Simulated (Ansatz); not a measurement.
**CH₃Na: basis-set convergence**

The task here is to estimate one member of a computed series from the others.

Method: one geometry, several basis sets; program: Ansatz 0.2.0, Gaussian basis.

Plan: PBE0-D4/def2-SVP; ωB97M-V/def2-SVP; PBE0-D4/def2-QZVPP; ωB97M-V/def2-QZVPP; the functionals' def2-TZVPP values are taken from earlier runs.

### The relaxed structure

All runs share one geometry, relaxed beforehand with PBE0-D4 in a triple-zeta def2 set.

5 atoms, charge 0, spin multiplicity 1.

Atoms are counted from 1 here; the program's logs count them from 0.

Bond lengths: C1–Na2 2.300 Å, C1–H3 1.095 Å, C1–H4 1.095 Å, C1–H5 1.095 Å. Angles: Na2–C1–H3 110.6°, Na2–C1–H4 110.6°, Na2–C1–H5 110.6°, H3–C1–H4 108.3°, H3–C1–H5 108.3°, H4–C1–H5 108.3°.

Geometry (Å):

```csv
atom,x (Å),y (Å),z (Å)
C1,-0.0987,-0.0666,-0.2026
Na2,0.9946,0.4554,1.7527
H3,-0.0202,-1.1380,-0.4142
H4,-1.1600,0.1929,-0.1322
H5,0.3342,0.4826,-1.0450
```

Set-up of the first run:

File in.yaml:

```yaml
crystal:
  periodic: [false, false, false]
  atoms:
    - {symbol: C, position_ang: [-0.098712, -0.066636, -0.202637]}
    - {symbol: Na, position_ang: [0.994624, 0.455411, 1.752737]}
    - {symbol: H, position_ang: [-0.020200, -1.137974, -0.414189]}
    - {symbol: H, position_ang: [-1.160018, 0.192878, -0.132206]}
    - {symbol: H, position_ang: [0.334205, 0.482620, -1.045005]}
basis:
  gaussian: {orbitals: def2-SVP}
hamiltonian: {xc: pbe0, dispersion: d4}
output: {orbitals: {seedname: orbitals}}
```

Steps of the session up to this table: PBE0-D4 in def2-SVP; ωB97M-V in def2-SVP; PBE0-D4 in def2-QZVPP; ωB97M-V in def2-QZVPP.

One of the session's tables, all rows but one given; the rest of the session is left out.

It belongs to the step «Density functionals: the series». 

```
functional       basis  HOMO (eV)  LUMO (eV)
   PBE0-D4    def2-SVP          ?          ?
   PBE0-D4  def2-TZVPP      -4.59      -1.25
   PBE0-D4  def2-QZVPP      -4.60      -1.27
   ωB97M-V    def2-SVP      -6.54      -0.22
   ωB97M-V  def2-TZVPP      -6.68      -0.39
   ωB97M-V  def2-QZVPP      -6.70      -0.50
```

**Question.** Estimate the row for PBE0-D4, def2-SVP.

The run gave: HOMO (eV): -4.44; LUMO (eV): -1.14. In the column «HOMO (eV)» it is the highest.
